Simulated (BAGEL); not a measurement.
**N2H3 (SMILES [NH]N): ROHF/STO-3G (density fitting with svp-jkfit)**

What is the vertical doublet–quartet gap of N2H3 at ROHF/STO-3G (density fitting with svp-jkfit)? 

The calculation is run with BAGEL 1.2.2.

1 further run of the same task is left out (it didn't finish).

## (1) Starting point

N2H3 has 5 atoms, charge 0, and is taken as a doublet. SMILES: `[NH]N`. Geometry: relaxed at GFN2-xTB. This is one conformer, not always the lowest.

Bond lengths: N1–N2 1.335 Å, N1–H3 1.020 Å, N2–H4 1.011 Å, N2–H5 1.017 Å. Angles: N1–N2–H4 112.8°, N1–N2–H5 121.7°, N2–N1–H3 109.8°, H4–N2–H5 116.1°.

## (2) A single-point energy at ROHF/STO-3G (density fitting with svp-jkfit)

Input file job.json:

```json
{ "bagel" : [

{
  "title" : "molecule",
  "basis" : "sto-3g",
  "df_basis" : "svp-jkfit",
  "angstrom" : true,
  "geometry" : [
    { "atom" : "N", "xyz" : [   -0.174970,   -0.805480,    0.447260 ] },
    { "atom" : "N", "xyz" : [   -0.126270,    0.251970,   -0.365880 ] },
    { "atom" : "H", "xyz" : [    0.751750,   -0.989150,    0.831090 ] },
    { "atom" : "H", "xyz" : [   -1.043070,    0.577800,   -0.638700 ] },
    { "atom" : "H", "xyz" : [    0.592550,    0.964850,   -0.273770 ] }
  ]
},
{
  "title" : "rohf",
  "nopen" : 1
},
{
  "title" : "print",
  "file" : "orbitals.molden",
  "orbitals" : true
}

]}
```

Run with:

```
$ BAGEL_NUM_THREADS=1 BAGEL job.json > job.out
```

Standard output:

```text
* using 1 threads per process

  ===============================================================
  ===============================================================

  *** Geometry ***

  { "atom" : "N", "xyz" : [     -0.330645,     -1.522137,      0.845199 ] },
  { "atom" : "N", "xyz" : [     -0.238616,      0.476154,     -0.691413 ] },
  { "atom" : "H", "xyz" : [      1.420602,     -1.869223,      1.570532 ] },
  { "atom" : "H", "xyz" : [     -1.971117,      1.091884,     -1.206968 ] },
  { "atom" : "H", "xyz" : [      1.119757,      1.823302,     -0.517350 ] },

  Number of auxiliary basis functions:      208

  Since a DF basis is specified, we compute 2- and 3-index integrals:
    o Being stored without compression. Storage requirement is 0.000 GB

  Number of basis functions:       13
  Number of electrons      :       17

    * METHOD: MOLECULE                             0.02

  *** Open-shell HF ***

  === Nuclear Repulsion ===
    36.7009277423

      * DIIS with orbital gradients will be used.

  === ROHF iteration (sto-3g) ===
      0       -109.09082775          0.04732855           0.00
      1       -109.12878873          0.01992986           0.00
      2       -109.13603913          0.00739372           0.00
      3       -109.13855862          0.00549990           0.00
      4       -109.14047292          0.00089929           0.00
      5       -109.14051815          0.00037803           0.00
      6       -109.14052242          0.00020875           0.00
      7       -109.14052626          0.00007403           0.00
      8       -109.14052681          0.00002351           0.00
      9       -109.14052717          0.00000640           0.00
     10       -109.14052724          0.00000147           0.00
     11       -109.14052723          0.00000056           0.00
     12       -109.14052723          0.00000013           0.00
     13       -109.14052723          0.00000005           0.00
     14       -109.14052723          0.00000002           0.00
     15       -109.14052723          0.00000001           0.00
     16       -109.14052723          0.00000001           0.00
    * SCF iteration converged.

    * S^2 (ROHF) is 0.7500

    * Permanent dipole moment:
           (   -0.417977,    -0.724777,    -0.035277) a.u.

    * METHOD: ROHF                                 0.04

    * METHOD: PRINT                                0.00

  ===============================================================
```

Wall time 0.34 s (1 thread of Intel Xeon 6975P-C (Granite Rapids), shared host); peak memory 0.08 GiB.

## (3) The quartet, same level

job.json: that of step 2 with these lines changed.

```diff
@@ -6,3 +6,3 @@
   "df_basis" : "svp-jkfit",
-  "angstrom" : true,
+  "angstrom" : "true",
   "geometry" : [
@@ -17,3 +17,3 @@
   "title" : "rohf",
-  "nopen" : 1
+  "nopen" : 3
 },
@@ -22,3 +22,3 @@
   "file" : "orbitals.molden",
-  "orbitals" : true
+  "orbitals" : "true"
 }
```

Run with:

```
$ BAGEL_NUM_THREADS=1 BAGEL job.json > job.out
```

Standard output:

```text
* using 1 threads per process

  ===============================================================
  ===============================================================

  *** Geometry ***

  { "atom" : "N", "xyz" : [     -0.330645,     -1.522137,      0.845199 ] },
  { "atom" : "N", "xyz" : [     -0.238616,      0.476154,     -0.691413 ] },
  { "atom" : "H", "xyz" : [      1.420602,     -1.869223,      1.570532 ] },
  { "atom" : "H", "xyz" : [     -1.971117,      1.091884,     -1.206968 ] },
  { "atom" : "H", "xyz" : [      1.119757,      1.823302,     -0.517350 ] },

  Number of auxiliary basis functions:      208

  Since a DF basis is specified, we compute 2- and 3-index integrals:
    o Being stored without compression. Storage requirement is 0.000 GB

  Number of basis functions:       13
  Number of electrons      :       17

    * METHOD: MOLECULE                             0.02

  *** Open-shell HF ***

  === Nuclear Repulsion ===
    36.7009277423

      * DIIS with orbital gradients will be used.

  === ROHF iteration (sto-3g) ===
      0       -108.64807521          0.02966301           0.00
      1       -108.66855598          0.01438166           0.00
      2       -108.67577371          0.00771996           0.00
      3       -108.67921376          0.00510931           0.00
      4       -108.68176229          0.00258923           0.00
      5       -108.68278571          0.00129477           0.00
      6       -108.68320072          0.00132959           0.00
      7       -108.68342448          0.00114106           0.00
      8       -108.68411227          0.00090649           0.00
      9       -108.68441879          0.00061768           0.00
     10       -108.68457243          0.00028243           0.00
     11       -108.68464309          0.00012297           0.00
     12       -108.68466093          0.00006311           0.00
     13       -108.68466755          0.00004895           0.00
     14       -108.68467189          0.00004537           0.00
     15       -108.68467332          0.00004525           0.00
     16       -108.68467484          0.00004434           0.00
     17       -108.68467691          0.00004365           0.00
     18       -108.68467505          0.00004376           0.00
     19       -108.68467396          0.00004420           0.00
     20       -108.68467519          0.00004370           0.00
     21       -108.68467526          0.00004369           0.00
     22       -108.68467470          0.00004375           0.00
     23       -108.68467513          0.00004349           0.00
     24       -108.68467484          0.00004385           0.00
     25       -108.68467664          0.00004331           0.00
     26       -108.68467409          0.00004383           0.00
[... 36 lines of this table left out ...]
     63       -108.68466231          0.00000012           0.00
     64       -108.68466230          0.00000008           0.00
     65       -108.68466229          0.00000006           0.00
     66       -108.68466228          0.00000005           0.00
     67       -108.68466228          0.00000005           0.00
     68       -108.68466228          0.00000004           0.00
     69       -108.68466227          0.00000004           0.00
     70       -108.68466228          0.00000003           0.00
     71       -108.68466227          0.00000004           0.00
     72       -108.68466227          0.00000003           0.00
     73       -108.68466227          0.00000001           0.00
     74       -108.68466227          0.00000001           0.00
     75       -108.68466228          0.00000001           0.00
    * SCF iteration converged.

    * S^2 (ROHF) is 3.7500

    * Permanent dipole moment:
           (   -0.101267,     0.246462,     0.027031) a.u.

    * METHOD: ROHF                                 0.11

    * METHOD: PRINT                                0.00

  ===============================================================
```

Run time: 0.42 s. Hardware: 1 thread of Intel Xeon 6975P-C (Granite Rapids), shared host; peak memory 0.08 GiB.

## (4) Results

At ROHF/STO-3G (density fitting with svp-jkfit):

| quantity | value |
| --- | --- |
| doublet: total energy | -109.14053 Eh |
| doublet: dipole moment | 2.13 D |
| doublet: ⟨S²⟩ | 0.750 |
| quartet: total energy | -108.68466 Eh |
| quartet: dipole moment | 0.68 D |
| quartet: ⟨S²⟩ | 3.750 |
| vertical energy of the quartet above the doublet | 12.405 eV |

At this shape the quartet lies 12.40 eV (1197 kJ/mol) above the doublet. In a minimal basis such a difference can be off by several eV, whatever the method.
